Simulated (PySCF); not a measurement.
**How the numerical set-up moves the result for OH**

Aim: see how much the energy and properties of OH depend on the numerical set-up.

Computed with PySCF 2.14.0. Level: method and basis as typed in the scripts.

6 further runs of the same task are left out: 6 that didn't finish.

### 1 Starting geometry

OH: 2 atoms, charge 0, spin multiplicity 2.

Bond lengths: H1–O2 0.828 Å.

### 2 Base script

input.py reads:

```python
from pyscf import gto, scf, mcscf

mol = gto.M(
    atom='H 0 0 0; O 0 0 0.828',
    basis='jorge-tzp-dkh',
    charge=0,
    spin=1,
    verbose=4,
)
mf = scf.ROHF(mol)
mf = mf.sfx2c1e()
mf.kernel()
mc = mcscf.CASSCF(mf, 5, 3)
mc.kernel()
mc.analyze()
mf.dip_moment()
print('orbital energies (hartree):', mf.mo_energy[..., max(0, mol.nelec[1]-3):mol.nelec[0]+3].round(4))
```

Command:

```sh
$ python input.py
```

The log of this run is left out.

It gives: E(SCF) = -75.445917 Eh, 8 cycles, E(CAS) − E(SCF) = -0.03147 Eh, μ = 1.69 D (of the SCF density).

The bond length is a typed value, not an optimised one.

### 3 Cartesian functions on

Run 1 changes Cartesian functions: off → on.

input.py reads:

```python
from pyscf import gto, scf, mcscf

mol = gto.M(
    atom='H 0 0 0; O 0 0 0.828',
    basis='jorge-tzp-dkh',
    charge=0,
    spin=1,
    cart=True,
    verbose=4,
)
mf = scf.ROHF(mol)
mf = mf.sfx2c1e()
mf.kernel()
mc = mcscf.CASSCF(mf, 5, 3)
mc.kernel()
mc.analyze()
mf.dip_moment()
print('orbital energies (hartree):', mf.mo_energy[..., max(0, mol.nelec[1]-3):mol.nelec[0]+3].round(4))
```

Command:

```sh
$ python input.py
```

### 4 Def2-svp (X2C off)

Run 2 changes basis set: jorge-tzp-dkh → def2-svp; spin-free X2C: on → off.

Edit input.py of step 2 so:

```diff
@@ -4,3 +4,3 @@
     atom='H 0 0 0; O 0 0 0.828',
-    basis='jorge-tzp-dkh',
+    basis='def2-svp',
     charge=0,
@@ -10,3 +10,2 @@
 mf = scf.ROHF(mol)
-mf = mf.sfx2c1e()
 mf.kernel()
```

### 5 Pcseg-2 (X2C off)

Run 3 changes basis set: jorge-tzp-dkh → pcseg-2; spin-free X2C: on → off.

Edit input.py of step 2 so:

```diff
@@ -4,3 +4,3 @@
     atom='H 0 0 0; O 0 0 0.828',
-    basis='jorge-tzp-dkh',
+    basis='pcseg-2',
     charge=0,
@@ -10,3 +10,2 @@
 mf = scf.ROHF(mol)
-mf = mf.sfx2c1e()
 mf.kernel()
```

### 6 Density fitting cc-pvdz-jkfit

Run 4 changes density fitting: none → cc-pvdz-jkfit.

Edit input.py of step 2 so:

```diff
@@ -11,2 +11,3 @@
 mf = mf.sfx2c1e()
+mf = mf.density_fit(auxbasis='cc-pvdz-jkfit')
 mf.kernel()
```

What does the calculation give? Wanted: for each run, E(SCF); from base; SCF dipole; after the SCF.

The runs gave:

```
                          run  E(SCF) (hartree)  from base (eV)  cycles  SCF dipole (D)  functions                 after the SCF
                         base        -75.445917               0       8            1.69         45  CASSCF correlation -0.856 eV
       Cartesian functions on        -75.447589         -0.0455       8            1.69         51  CASSCF correlation -0.858 eV
           def2-svp (X2C off)        -75.298105  not comparable       7            1.72         19  CASSCF correlation -0.759 eV
            pcseg-2 (X2C off)        -75.394700  not comparable       8            1.70         44  CASSCF correlation -0.845 eV
density fitting cc-pvdz-jkfit        -75.445889         +0.0008       8            1.69         45  CASSCF correlation -0.857 eV
```

What this shows: The largest comparable shift of the SCF energy, -0.045 eV, comes with the run “Cartesian functions on”.
